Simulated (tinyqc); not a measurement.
Worked calculation (part 1 of 2): UKS/LDA (VWN5) in the sto-3g basis, for CH2, spin multiplicity 3. Computed by tinyqc, a small Python program that keeps every step (integrals from PySCF). Settings: charge = 0, multiplicity = 3, basis = sto-3g, energy threshold = 1e-09, iteration cap = 72, orthogonalisation = symmetric, start = highest core orbitals, DIIS depth = 3, damping = 0.7, method = UKS, functional = lda,vwn, grid = [30, 14]. Command: `OMP_NUM_THREADS=1 python tinyqc.py 31123 31124 out.jsonl` (the two numbers bound the seeds that draw the settings). One thread of a shared host (Intel(R) Xeon(R) Processor @ 2.60GHz), about 2 s of CPU time with the checks. Later iterations appear only in the table of the cycle.

## One-electron integrals

Geometry (angstrom):
```
atom         x          y         z
C     0.000000   0.000000  0.000000
H     0.000000   1.253000  0.889000
H     0.000000  -1.253000  0.889000
```

Basis sto-3g: exponents (1/bohr^2) and contraction coefficients of normalised primitives:
```
element  l (shell)   exponent  coefficient
C            s (1)  71.616837     0.154329
C            s (1)  13.045096     0.535328
C            s (1)   3.530512     0.444635
C            s (2)   2.941249    -0.099967
C            s (2)   0.683483     0.399513
C            s (2)   0.222290     0.700115
C            p (3)   2.941249     0.155916
C            p (3)   0.683483     0.607684
C            p (3)   0.222290     0.391957
H            s (1)   3.425251     0.154329
H            s (1)   0.623914     0.535328
H            s (1)   0.168855     0.444635
```

Overlap, kinetic and nuclear-attraction integrals over the contracted functions; the nuclear repulsion is the sum of Za Zb / Rab.

nuclear repulsion = 4.34445541 hartree

overlap S, lower triangle:
```
           1C 1s     1C 2s    1C 2px     1C 2py    1C 2pz     2H 1s     3H 1s
1C 1s   1.000000
1C 2s   0.248362  1.000000
1C 2px  0.000000  0.000000  1.000000
1C 2py  0.000000  0.000000  0.000000   1.000000
1C 2pz  0.000000  0.000000  0.000000   0.000000  1.000000
2H 1s   0.022620  0.270976  0.000000   0.244177  0.173243  1.000000
3H 1s   0.022620  0.270976  0.000000  -0.244177  0.173243  0.048964  1.000000
```

kinetic energy T (hartree), lower triangle:
```
            1C 1s     1C 2s    1C 2px     1C 2py    1C 2pz      2H 1s     3H 1s
1C 1s   15.891122
1C 2s   -0.085890  0.472250
1C 2px   0.000000  0.000000  1.477728
1C 2py   0.000000  0.000000  0.000000   1.477728
1C 2pz   0.000000  0.000000  0.000000   0.000000  1.477728
2H 1s   -0.006657  0.013232  0.000000   0.058374  0.041416   0.760032
3H 1s   -0.006657  0.013232  0.000000  -0.058374  0.041416  -0.010626  0.760032
```

nuclear attraction V (hartree), lower triangle:
```
             1C 1s      1C 2s     1C 2px     1C 2py     1C 2pz      2H 1s      3H 1s
1C 1s   -34.341623
1C 2s    -4.363321  -5.876530
1C 2px    0.000000   0.000000  -5.795715
1C 2py    0.000000   0.000000   0.000000  -5.873096
1C 2pz   -0.009866  -0.112772   0.000000   0.000000  -5.834667
2H 1s    -0.403096  -1.205401   0.000000  -0.982610  -0.713105  -3.497271
3H 1s    -0.403096  -1.205401   0.000000   0.982610  -0.713105  -0.186407  -3.497271
```

core Hamiltonian H = T + V (hartree), lower triangle:
```
             1C 1s      1C 2s     1C 2px     1C 2py     1C 2pz      2H 1s      3H 1s
1C 1s   -18.450501
1C 2s    -4.449211  -5.404280
1C 2px    0.000000   0.000000  -4.317987
1C 2py    0.000000   0.000000   0.000000  -4.395367
1C 2pz   -0.009866  -0.112772   0.000000   0.000000  -4.356939
2H 1s    -0.409753  -1.192169   0.000000  -0.924237  -0.671689  -2.737239
3H 1s    -0.409753  -1.192169   0.000000   0.924237  -0.671689  -0.197034  -2.737239
```

## Two-electron integrals

Functions are numbered as in S; the eight-fold symmetry (ij|kl) = (ji|kl) = (kl|ij) leaves the list below.

Two-electron integrals (ij|kl) in chemists' order, unique and non-zero (hartree):
```
(11|11) 3.541948    (21|11) 0.576921    (21|21) 0.111888    (22|11) 0.854682
(22|21) 0.205284    (22|22) 0.624709    (31|31) 0.020296    (32|31) 0.030858
(32|32) 0.137996    (33|11) 0.852436    (33|21) 0.205335    (33|22) 0.624568
(33|33) 0.672833    (41|41) 0.020296    (42|41) 0.030858    (42|42) 0.137996
(43|43) 0.036269    (44|11) 0.852436    (44|21) 0.205335    (44|22) 0.624568
(44|33) 0.600295    (44|44) 0.672833    (51|51) 0.020296    (52|51) 0.030858
(52|52) 0.137996    (53|53) 0.036269    (54|54) 0.036269    (55|11) 0.852436
(55|21) 0.205335    (55|22) 0.624568    (55|33) 0.600295    (55|44) 0.600295
(55|55) 0.672833    (61|11) 0.052747    (61|21) 0.010173    (61|22) 0.018658
(61|33) 0.018604    (61|41) 0.000472    (61|42) 0.000894    (61|44) 0.018715
(61|51) 0.000335    (61|52) 0.000635    (61|54) 0.000079    (61|55) 0.018660
(61|61) 0.000943    (62|11) 0.157868    (62|21) 0.038580    (62|22) 0.133635
(62|33) 0.130226    (62|41) 0.002934    (62|42) 0.022429    (62|44) 0.136937
(62|51) 0.002082    (62|52) 0.015913    (62|54) 0.004762    (62|55) 0.133604
(62|61) 0.003656    (62|62) 0.041934    (63|31) 0.003476    (63|32) 0.019589
(63|43) 0.004101    (63|53) 0.002910    (63|63) 0.004435    (64|11) 0.121718
(64|21) 0.030082    (64|22) 0.110446    (64|33) 0.105181    (64|41) 0.005371
(64|42) 0.036092    (64|44) 0.118347    (64|51) 0.001344    (64|52) 0.011709
(64|54) 0.006431    (64|55) 0.107679    (64|61) 0.002945    (64|62) 0.040959
(64|64) 0.043713    (65|11) 0.086359    (65|21) 0.021343    (65|22) 0.078361
(65|33) 0.074626    (65|41) 0.001344    (65|42) 0.011709    (65|44) 0.078147
(65|51) 0.004430    (65|52) 0.027897    (65|54) 0.006599    (65|55) 0.082218
(65|61) 0.002090    (65|62) 0.029060    (65|64) 0.027867    (65|65) 0.024207
(66|11) 0.343155    (66|21) 0.085164    (66|22) 0.337086    (66|33) 0.321710
(66|41) 0.006726    (66|42) 0.071936    (66|44) 0.352085    (66|51) 0.004772
(66|52) 0.051038    (66|54) 0.021551    (66|55) 0.337000    (66|61) 0.008104
(66|62) 0.146575    (66|64) 0.157035    (66|65) 0.111416    (66|66) 0.774606
(71|11) 0.052747    (71|21) 0.010173    (71|22) 0.018658    (71|33) 0.018604
(71|41) -0.000472   (71|42) -0.000894   (71|44) 0.018715    (71|51) 0.000335
(71|52) 0.000635    (71|54) -0.000079   (71|55) 0.018660    (71|61) 0.000919
(71|62) 0.003463    (71|64) 0.002604    (71|65) 0.001989    (71|66) 0.007642
(71|71) 0.000943    (72|11) 0.157868    (72|21) 0.038580    (72|22) 0.133635
(72|33) 0.130226    (72|41) -0.002934   (72|42) -0.022429   (72|44) 0.136937
(72|51) 0.002082    (72|52) 0.015913    (72|54) -0.004762   (72|55) 0.133604
(72|61) 0.003463    (72|62) 0.027995    (72|64) 0.020336    (72|65) 0.018958
(72|66) 0.073708    (72|71) 0.003656    (72|72) 0.041934    (73|31) 0.003476
(73|32) 0.019589    (73|43) -0.004101   (73|53) 0.002910    (73|63) 0.002716
(73|73) 0.004435    (74|11) -0.121718   (74|21) -0.030082   (74|22) -0.110446
(74|33) -0.105181   (74|41) 0.005371    (74|42) 0.036092    (74|44) -0.118347
(74|51) -0.001344   (74|52) -0.011709   (74|54) 0.006431    (74|55) -0.107679
(74|61) -0.002604   (74|62) -0.020336   (74|64) -0.012731   (74|65) -0.013584
(74|66) -0.052561   (74|71) -0.002945   (74|72) -0.040959   (74|74) 0.043713
(75|11) 0.086359    (75|21) 0.021343    (75|22) 0.078361    (75|33) 0.074626
(75|41) -0.001344   (75|42) -0.011709   (75|44) 0.078147    (75|51) 0.004430
(75|52) 0.027897    (75|54) -0.006599   (75|55) 0.082218    (75|61) 0.001989
(75|62) 0.018958    (75|64) 0.013584    (75|65) 0.015280    (75|66) 0.052291
(75|71) 0.002090    (75|72) 0.029060    (75|74) -0.027867   (75|75) 0.024207
(76|11) 0.023428    (76|21) 0.005764    (76|22) 0.021130    (76|33) 0.020495
(76|44) 0.020979    (76|51) 0.000497    (76|52) 0.004259    (76|55) 0.021892
(76|61) 0.000536    (76|62) 0.006023    (76|64) 0.005161    (76|65) 0.004596
(76|66) 0.020091    (76|71) 0.000536    (76|72) 0.006023    (76|74) -0.005161
(76|75) 0.004596    (76|76) 0.001155    (77|11) 0.343155    (77|21) 0.085164
(77|22) 0.337086    (77|33) 0.321710    (77|41) -0.006726   (77|42) -0.071936
(77|44) 0.352085    (77|51) 0.004772    (77|52) 0.051038    (77|54) -0.021551
(77|55) 0.337000    (77|61) 0.007642    (77|62) 0.073708    (77|64) 0.052561
(77|65) 0.052291    (77|66) 0.211066    (77|71) 0.008104    (77|72) 0.146575
(77|74) -0.157035   (77|75) 0.111416    (77|76) 0.020091    (77|77) 0.774606
```

## Orthogonalisation

S = U s U^T; symmetric (Loewdin) form X = U s^(-1/2) U^T, so that X^T S X = 1.

eigenvalues of S: 0.527370  0.629333  0.871102  1.000000  1.113098  1.321703  1.537394

X, lower triangle:
```
            1C 1s      1C 2s    1C 2px     1C 2py     1C 2pz      2H 1s     3H 1s
1C 1s    1.025467
1C 2s   -0.137751   1.090229
1C 2px   0.000000   0.000000  1.000000
1C 2py   0.000000   0.000000  0.000000   1.051373
1C 2pz  -0.005275   0.040964  0.000000   0.000000   1.025429
2H 1s    0.016827  -0.153953  0.000000  -0.137795  -0.096009   1.070341
3H 1s    0.016827  -0.153953  0.000000   0.137795  -0.096009  -0.008663  1.070341
```

## Starting guess

The start is the highest orbitals of the core Hamiltonian (a deliberately bad start); D(s) = C_occ C_occ^T for each spin.

D(alpha) at the start, lower triangle:
```
            1C 1s      1C 2s    1C 2px     1C 2py     1C 2pz      2H 1s     3H 1s
1C 1s    0.010172
1C 2s   -0.048219   0.245015
1C 2px   0.000000   0.000000  1.000000
1C 2py   0.000000   0.000000  0.000000   1.143359
1C 2pz   0.077955  -0.298952  0.000000   0.000000   0.900637
2H 1s    0.029542  -0.230661  0.000000  -0.293556  -0.162840   1.186601
3H 1s    0.029542  -0.230661  0.000000   0.293556  -0.162840  -0.015623  1.186601
```

D(beta) at the start, lower triangle:
```
            1C 1s      1C 2s    1C 2px     1C 2py     1C 2pz      2H 1s     3H 1s
1C 1s    0.010172
1C 2s   -0.048219   0.245015
1C 2px   0.000000   0.000000  0.000000
1C 2py   0.000000   0.000000  0.000000   0.062542
1C 2pz   0.077955  -0.298952  0.000000   0.000000   0.900637
2H 1s    0.029542  -0.230661  0.000000  -0.192359  -0.162840   1.177126
3H 1s    0.029542  -0.230661  0.000000   0.192359  -0.162840  -0.006148  1.177126
```

## Iteration 1: exchange-correlation on the grid

Becke grid with 30 radial and 14 angular points per atom, points of zero weight dropped. rho = sum D_ij phi_i phi_j; V_xc,ij = sum w v_xc phi_i phi_j; v_xc is d(rho eps)/d rho(s) for spin s.

The 8 grid points with the largest w rho, of 1252 (bohr, atomic units):
```
x                  y          z         w  rho(alpha)  rho(beta)     eps_xc  v_xc(alpha)
0.000000    0.000000  -1.480696  0.516440    0.087959   0.087959  -0.471487    -0.617098
0.000000    0.000000  -1.218065  0.304132    0.142095   0.142095  -0.546957    -0.716684
0.000000    0.000000  -1.781672  0.854891    0.045041   0.045041  -0.383703    -0.501428
0.854880   -0.854880  -0.854880  0.580679    0.084498   0.038844  -0.431397    -0.595180
0.854880    0.854880  -0.854880  0.580679    0.084498   0.038844  -0.431397    -0.595180
-0.854880  -0.854880  -0.854880  0.580679    0.084498   0.038844  -0.431397    -0.595180
-0.854880   0.854880  -0.854880  0.580679    0.084498   0.038844  -0.431397    -0.595180
0.000000    0.000000  -0.990223  0.173758    0.200606   0.200606  -0.608846    -0.798428
```

electrons on the grid, sum of w rho = 8.032710

E_xc = sum of w rho eps_xc = -3.36529096 hartree

V_xc(alpha) (hartree), lower triangle:
```
            1C 1s      1C 2s     1C 2px     1C 2py     1C 2pz      2H 1s      3H 1s
1C 1s   -0.696064
1C 2s   -0.185188  -0.570051
1C 2px   0.000000   0.000000  -0.562591
1C 2py   0.000000   0.000000   0.000000  -0.579511
1C 2pz   0.004191   0.032291   0.000000   0.000000  -0.570687
2H 1s   -0.016643  -0.130498   0.000000  -0.118019  -0.078632  -0.524741
3H 1s   -0.016643  -0.130498   0.000000   0.118019  -0.078632  -0.019611  -0.524741
```

V_xc(beta) (hartree), lower triangle:
```
            1C 1s      1C 2s     1C 2px     1C 2py     1C 2pz      2H 1s      3H 1s
1C 1s   -0.565792
1C 2s   -0.139379  -0.436526
1C 2px   0.000000   0.000000  -0.394929
1C 2py   0.000000   0.000000   0.000000  -0.419755
1C 2pz   0.006325   0.046804   0.000000   0.000000  -0.496041
2H 1s   -0.012457  -0.109250   0.000000  -0.101082  -0.070454  -0.514214
3H 1s   -0.012457  -0.109250   0.000000   0.101082  -0.070454  -0.017516  -0.514214
```

## Iteration 1: building the Kohn-Sham matrix

J_ij = sum D_kl (ij|kl) with D = D(alpha) + D(beta); F = H + J + V_xc; E = tr D H + tr D J / 2 + E_xc + E_nn.

Coulomb J (hartree), lower triangle:
```
            1C 1s      1C 2s    1C 2px     1C 2py    1C 2pz     2H 1s     3H 1s
1C 1s    4.788764
1C 2s    1.160862   3.820375
1C 2px   0.000000   0.000000  3.744235
1C 2py   0.000000   0.000000  0.000000   3.860215
1C 2pz  -0.020178  -0.002614  0.000000   0.000000  3.853616
2H 1s    0.105184   0.944795  0.000000   0.836521  0.597955  3.266790
3H 1s    0.105184   0.944795  0.000000  -0.836521  0.597955  0.157931  3.266790
```

F(alpha) (hartree), lower triangle:
```
             1C 1s      1C 2s     1C 2px     1C 2py     1C 2pz      2H 1s     3H 1s
1C 1s   -14.357801
1C 2s    -3.473538  -2.153956
1C 2px    0.000000   0.000000  -1.136342
1C 2py    0.000000   0.000000   0.000000  -1.114664
1C 2pz   -0.025853  -0.083095   0.000000   0.000000  -1.074011
2H 1s    -0.321212  -0.377872   0.000000  -0.205735  -0.152366   0.004811
3H 1s    -0.321212  -0.377872   0.000000   0.205735  -0.152366  -0.058713  0.004811
```

F(beta) (hartree), lower triangle:
```
             1C 1s      1C 2s     1C 2px     1C 2py     1C 2pz      2H 1s     3H 1s
1C 1s   -14.227529
1C 2s    -3.427728  -2.020431
1C 2px    0.000000   0.000000  -0.968680
1C 2py    0.000000   0.000000   0.000000  -0.954907
1C 2pz   -0.023719  -0.068582   0.000000   0.000000  -0.999364
2H 1s    -0.317027  -0.356624   0.000000  -0.188798  -0.144188   0.015337
3H 1s    -0.317027  -0.356624   0.000000   0.188798  -0.144188  -0.056618  0.015337
```

total energy of this density = -12.47982199 hartree

This density is the starting one.

## Iteration 1: diagonalisation and new density

Diagonalise F' = X^T F X, C = X C', fill 5 alpha and 3 beta electrons from the bottom; D(s) = C_occ C_occ^T; the new density keeps 0.7 of the old one (damping). Each column has its largest component positive (the first on a tie).

F' = X^T F X (alpha) (hartree), lower triangle:
```
            1          2          3          4          5          6         7
1  -14.176462
2   -1.524746  -1.570520
3    0.000000   0.000000  -1.136342
4    0.000000   0.000000   0.000000  -1.110496
5   -0.020685  -0.078979   0.000000   0.000000  -1.074238
6   -0.028456  -0.138462   0.000000  -0.089165  -0.059593   0.140330
7   -0.028456  -0.138462   0.000000   0.089165  -0.059593  -0.013653  0.140330
```

orbital energies (alpha) (hartree): MO1 -14.358609, MO2 -1.432771, MO3 -1.136342, MO4 -1.122949, MO5 -1.057990, MO6 0.154827, MO7 0.166436

coefficients C (alpha):
```
              MO1        MO2       MO3        MO4        MO5        MO6        MO7
1C 1s    1.002005  -0.248069  0.000000   0.000000   0.055326   0.050383   0.000000
1C 2s   -0.008476   1.040002  0.000000   0.000000  -0.230944  -0.348774   0.000000
1C 2px   0.000000   0.000000  1.000000   0.000000   0.000000   0.000000   0.000000
1C 2py   0.000000   0.000000  0.000000   1.027133   0.000000   0.000000  -0.297250
1C 2pz   0.001358   0.262690  0.000000   0.000000   0.980830  -0.201520   0.000000
2H 1s    0.001534  -0.074265  0.000000  -0.062149  -0.033092   0.768225   0.772819
3H 1s    0.001534  -0.074265  0.000000   0.062149  -0.033092   0.768225  -0.772819
```

F' = X^T F X (beta) (hartree), lower triangle:
```
            1          2          3          4          5          6         7
1  -14.049781
2   -1.510908  -1.435221
3    0.000000   0.000000  -0.968680
4    0.000000   0.000000   0.000000  -0.943399
5   -0.020383  -0.061232   0.000000   0.000000  -0.997657
6   -0.029189  -0.137735   0.000000  -0.093705  -0.060755   0.145959
7   -0.029189  -0.137735   0.000000   0.093705  -0.060755  -0.013834  0.145959
```

orbital energies (beta) (hartree): MO1 -14.228568, MO2 -1.298103, MO3 -0.986589, MO4 -0.968680, MO5 -0.959094, MO6 0.162725, MO7 0.175489

coefficients C (beta):
```
              MO1        MO2        MO3       MO4        MO5        MO6        MO7
1C 1s    1.002296  -0.246742   0.053795  0.000000   0.000000   0.052716   0.000000
1C 2s   -0.009731   1.037527  -0.225431  0.000000   0.000000  -0.359554   0.000000
1C 2px   0.000000   0.000000   0.000000  1.000000   0.000000   0.000000   0.000000
1C 2py   0.000000   0.000000   0.000000  0.000000   1.021155   0.000000  -0.317178
1C 2pz   0.001119   0.253957   0.981770  0.000000   0.000000  -0.208033   0.000000
2H 1s    0.001789  -0.065452  -0.030714  0.000000  -0.047101   0.769124   0.773882
3H 1s    0.001789  -0.065452  -0.030714  0.000000   0.047101   0.769124  -0.773882
```

D(alpha) after iteration 1, lower triangle:
```
            1C 1s      1C 2s    1C 2px     1C 2py     1C 2pz      2H 1s     3H 1s
1C 1s    0.327704
1C 2s   -0.117532   0.512014
1C 2px   0.000000   0.000000  1.000000
1C 2py   0.000000   0.000000  0.000000   1.116852
1C 2pz   0.051707  -0.195266  0.000000   0.000000   0.939756
2H 1s    0.026118  -0.182345  0.000000  -0.224640  -0.129577   0.833764
3H 1s    0.026118  -0.182345  0.000000   0.224640  -0.129577  -0.010111  0.833764
```

D(beta) after iteration 1, lower triangle:
```
            1C 1s      1C 2s    1C 2px     1C 2py     1C 2pz      2H 1s     3H 1s
1C 1s    0.327632
1C 2s   -0.117118   0.509723
1C 2px   0.000000   0.000000  0.000000
1C 2py   0.000000   0.000000  0.000000   0.043779
1C 2pz   0.051951  -0.196620  0.000000   0.000000   0.938956
2H 1s    0.025566  -0.179763  0.000000  -0.134651  -0.128020   0.825558
3H 1s    0.025566  -0.179763  0.000000   0.134651  -0.128020  -0.002735  0.825558
```

## Iteration 2: exchange-correlation on the grid

As before.

The 8 grid points with the largest w rho, of 1252 (bohr, atomic units):
```
x                  y          z         w  rho(alpha)  rho(beta)     eps_xc  v_xc(alpha)
0.000000    0.000000  -1.480696  0.516440    0.088403   0.088402  -0.472220    -0.618065
0.000000    0.000000  -1.218065  0.304132    0.142981   0.142980  -0.548013    -0.718079
0.000000    0.000000  -1.781672  0.854891    0.045251   0.045251  -0.384252    -0.502152
0.854880   -0.854880  -0.854880  0.580679    0.086250   0.040721  -0.434733    -0.599433
0.854880    0.854880  -0.854880  0.580679    0.086250   0.040721  -0.434733    -0.599433
-0.854880  -0.854880  -0.854880  0.580679    0.086250   0.040721  -0.434733    -0.599433
-0.854880   0.854880  -0.854880  0.580679    0.086250   0.040721  -0.434733    -0.599433
0.703250   -0.703250  -0.703250  0.342095    0.139467   0.066564  -0.504890    -0.698010
```

electrons on the grid, sum of w rho = 8.027517

E_xc = sum of w rho eps_xc = -3.78938824 hartree

V_xc(alpha) (hartree), lower triangle:
```
            1C 1s      1C 2s     1C 2px     1C 2py     1C 2pz      2H 1s      3H 1s
1C 1s   -1.551597
1C 2s   -0.266114  -0.599868
1C 2px   0.000000   0.000000  -0.590097
1C 2py   0.000000   0.000000   0.000000  -0.602945
1C 2pz   0.003761   0.017727   0.000000   0.000000  -0.602189
2H 1s   -0.024297  -0.131352   0.000000  -0.114831  -0.078769  -0.477611
3H 1s   -0.024297  -0.131352   0.000000   0.114831  -0.078769  -0.019575  -0.477611
```

V_xc(beta) (hartree), lower triangle:
```
            1C 1s      1C 2s     1C 2px     1C 2py     1C 2pz      2H 1s      3H 1s
1C 1s   -1.505707
1C 2s   -0.237664  -0.485817
1C 2px   0.000000   0.000000  -0.448316
1C 2py   0.000000   0.000000   0.000000  -0.465124
1C 2pz   0.005013   0.024503   0.000000   0.000000  -0.538111
2H 1s   -0.021710  -0.113050   0.000000  -0.099809  -0.072270  -0.467701
3H 1s   -0.021710  -0.113050   0.000000   0.099809  -0.072270  -0.017787  -0.467701
```
